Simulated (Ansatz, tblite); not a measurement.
# The cluster Mg₂S₂+: a ladder of methods and basis sets

An exercise on one series of results from a longer session: the logs are not shown, and one member is left open.

Program: Ansatz 0.2.0, Gaussian basis. Level of theory: as each input shows. These are calculated values, not measurements.

Plan: GFN1-xTB, GFN2-xTB, PBE-D4/def2-TZVP, r2SCAN-D4/def2-TZVP, ωB97M-V/def2-TZVP, r2SCAN0-D4/def2-TZVP, ωB97X-V/def2-TZVP, B2PLYP/def2-TZVP, B3LYP-D4/def2-TZVP, PBE-D4/def2-SVP, PBE0-D4/def2-SVP, CCSD(T)/def2-TZVPP, MP2/def2-TZVP, RPA/def2-TZVP.

**The geometry**

The geometry is that of the doublet, from an earlier relaxation (PBE0-D4/def2-TZVP). At that level it is the lowest of the isomers that a small search found.

4 atoms, charge 1, spin multiplicity 2.

Bond lengths: Mg1–S3 2.383 Å, Mg1–S4 2.383 Å, Mg2–S3 2.383 Å, Mg2–S4 2.383 Å. Angles: S3–Mg1–S4 55.7°, S3–Mg2–S4 55.7°, Mg1–S3–Mg2 108.3°, Mg1–S4–Mg2 108.3°.

The ion is computed in the gas phase, without counter-ions or solvent.

PBE0-D4/def2-TZVP was run before; its log isn't repeated, and its numbers join the tables.

The first run:

Tight binding, by tblite at 300 K electronic temperature and without a spin-polarisation term:

```python
tblite.interface.Calculator('GFN1-xTB', numbers, positions, charge=1, uhf=1).singlepoint()
```

Tight binding, by tblite at 300 K electronic temperature and without a spin-polarisation term:

```python
tblite.interface.Calculator('GFN2-xTB', numbers, positions, charge=1, uhf=1).singlepoint()
```

start.molden holds the orbitals of an earlier run on this state, given as this run's starting guess.

File in.yaml:

```yaml
crystal:
  periodic: [false, false, false]
  atoms:
    - {symbol: Mg, position_ang: [1.412380, -1.214164, -0.660959]}
    - {symbol: Mg, position_ang: [-1.224968, 1.548447, -0.087484]}
    - {symbol: S, position_ang: [0.681276, 0.473049, 0.854226]}
    - {symbol: S, position_ang: [-0.868678, -0.807332, -0.105794]}
basis:
  gaussian: {orbitals: def2-TZVP, initial_orbitals: start.molden}
total_charge: 1
magnetization: {spin_polarized: true, initial_magnetization: 1}
hamiltonian: {xc: pbe, dispersion: d4}
scf: {omitted_lower_state_checks: [starts]}
output: {orbitals: {seedname: orbitals}}
```

Started as:

```bash
$ ansatz run in.yaml --threads 4 --pin off --events-out ev --progress --plain --max-ram 3916MiB
```

Steps of the session up to this table: PBE-D4/def2-TZVP; r2SCAN-D4/def2-TZVP; ωB97M-V/def2-TZVP; r2SCAN0-D4/def2-TZVP; ωB97X-V/def2-TZVP; B2PLYP/def2-TZVP; B3LYP-D4/def2-TZVP; PBE-D4/def2-SVP; PBE0-D4/def2-SVP; CCSD(T)/def2-TZVPP; MP2/def2-TZVP; RPA/def2-TZVP.

One table of the session follows, with a row left open; its other results are not shown here.

It belongs to the step «Levels side by side». 

| level | HOMO (eV) | LUMO (eV) | gap (eV) |
| --- | --- | --- | --- |
| PBE-D4/def2-SVP | ? | ? | ? |
| PBE-D4/def2-TZVP | -9.08 | -8.40 | 0.68 |
| r2SCAN-D4/def2-TZVP | -9.14 | -8.45 | 0.69 |
| B3LYP-D4/def2-TZVP | -9.44 | -8.11 | 1.34 |
| PBE0-D4/def2-SVP | -9.55 | -8.07 | 1.47 |
| PBE0-D4/def2-TZVP | -9.48 | -7.98 | 1.50 |
| r2SCAN0-D4/def2-TZVP | -9.54 | -8.02 | 1.52 |
| ωB97X-V/def2-TZVP | -10.50 | -6.59 | 3.91 |
| ωB97M-V/def2-TZVP | -10.54 | -6.59 | 3.95 |

**Question.** Estimate the row for PBE-D4/def2-SVP.

**Answer.** HOMO (eV): -9.14; LUMO (eV): -8.48; gap (eV): 0.66.
